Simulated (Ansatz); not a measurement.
# Calcium, fcc: convergence with the k-point mesh

Computed with Ansatz, r²SCAN, scalar-relativistic PAW, on the relaxed cell (a = 5.567 Å; spin not included). Errors count from a run at 500 eV on a Γ-centred 16×16×16 mesh with Fermi-Dirac smearing of 0.1 eV, extrapolated to zero width. Fixed here: cutoff 500 eV, Fermi-Dirac width 0.1 eV. The SCF starts from atomic densities corrected by a trained network.

```csv
k-mesh,E(σ→0) error (meV/atom),P (GPa),SCF iterations
2×2×2,525.1,-1.15,6
3×3×3,29.1,0.05,6
4×4×4,-75.2,0.09,6
5×5×5,10.9,0.02,6
6×6×6,20.6,-0.02,6
8×8×8,1.2,0.03,6
10×10×10,-1.9,0.00,6
14×14×14,-0.2,0.01,6
```

Within 5 meV/atom of the last row: from 8×8×8 on.
